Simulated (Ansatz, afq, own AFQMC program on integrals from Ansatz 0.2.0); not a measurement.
AFQMC on a folder of integrals that Ansatz 0.2.0 wrote.

```yaml
crystal:
  periodic: [false, false, false]
  atoms:
    - {symbol: C, position_ang: [0.000000, 0.000000, 0.000000]}
    - {symbol: H, position_ang: [0.000000, 0.000000, 0.900000]}
basis:
  gaussian: {orbitals: cc-pVTZ}
total_charge: 1
magnetization: {spin_polarized: false}
correlation: {method: ccsd_t, electrons: outside_noble_gas, hamiltonian_folder: ham}
```

```sh
$ ansatz run in.yaml --threads 1 --pin off --events-out ev --progress --plain --max-ram 24576MiB --backend cuda --devices 0, --max-vram 18GiB
```

Options of the walk:

```
--method phaseless --trial mp1 --walkers 40 --populations 1 --least-time 40 --time-step 0.02 --steps-per-block 25 --equilibration-blocks 6 --max-blocks 120 --target-error 0.00048 --factor-cut 0.001 --seed 3145 --release-times 0.3,0.6,0.9,1.2 --release-step 0.02 --release-every 2 --taylor-order 6
```

Times are imaginary, in 1/Eh. The walk had a cap of 60 s.

```
orbitals 43  electrons 2 2  factors 225 of 247
reference energy -37.86687725 Eh
CCSD correlation -0.11079881 Eh in 10 cycles, weight of the determinant in the CISD state 0.9256
energy of the start -37.949398 Eh
 block  time / (1/Eh)  mean weight  energy / Eh
     1     0.500  1.0002  -37.966624
     2     1.000  0.9969  -37.972821
     3     1.500  0.9974  -37.971135
     4     2.000  1.0040  -37.972729
     5     2.500  0.9959  -37.974600
     7     3.500  0.9947  -37.974537
     9     4.500  0.9982  -37.975389
    13     6.500  1.0004  -37.978775
    19     9.500  0.9933  -37.977237
    25    12.500  1.0033  -37.976739
    31    15.500  1.0037  -37.968892
    37    18.500  1.0005  -37.983319
    43    21.500  1.0036  -38.010460
    49    24.500  1.0067  -37.976049
    55    27.500  1.0020  -37.987568
    61    30.500  1.0123  -37.976554
    67    33.500  0.9959  -37.975998
    73    36.500  1.0015  -37.983031
    76    38.000  0.9979  -37.965309
    79    39.500  0.9926  -37.970854
    85    42.500  0.9990  -37.986591
    91    45.500  1.0082  -37.986288
    97    48.500  1.0076  -37.979394
   103    51.500  1.0029  -37.979321
   109    54.500  1.0001  -37.985569
   115    57.500  1.0027  -37.993017
   121    60.500  0.9885  -37.974276
   124    62.000  0.9973  -37.988414
blocks merged  error / Eh  count
     1  0.000740  120
     2  0.000910  60
     4  0.001028  30
     8  0.001244  15
released: time / (1/Eh)  energy / Eh  error  mean overlap
  0.30  -37.981316  0.001335  0.9948
  0.60  -37.981881  0.001272  0.9876
  0.90  -37.981511  0.001220  0.9891
  1.20  -37.982413  0.001294  0.9946
energy -37.979918 +/- 0.001028 Eh
(rows thinned)
```

(1) Estimate how long the walk took on 1 × NVIDIA H100 80GB HBM3 with 2 threads of AMD EPYC 7R13 Processor (Zen 3), on a shared host (the card was shared).

The run passed its tests (sampling time, drift between the halves within three errors, error under three times the target), which doesn't prove that it has relaxed.

Against this walk (error 28.0 meV) on the same determinant: CCSD(T) 7.1 meV higher (within the noise), CCSDT(Q) 5.6 meV lower (within the noise), full CI 6.5 meV lower (within the noise), a separate phaseless walk with a CISD trial and standard settings 2.0 ± 28.0 meV lower (within the noise). The error is statistical and leaves out the bias of the constraint. Released to 1.20 1/Eh the energy moves by -68 ± 45 meV (both errors), within twice the noise.

Cautions: constraint bias not in the error; error above the target (28.0 against 13.1 meV); restricted determinant unstable towards unrestricted (UHF 318 meV lower, ⟨S²⟩ 0.54); the coarse factor cut changes the integrals a little; the time-step error isn't removed.

Results:

(1) 10 s of wall time.

CCSDT and higher add their correlation energy to the determinant of the CCSD(T) run, since their own runs factorise the integrals more tightly (a shift of under 2 meV). A walk keeps the symmetry of its determinant, which the program's search chose and which needn't be the lowest solution, so a lower state of the same spin and another symmetry isn't excluded.
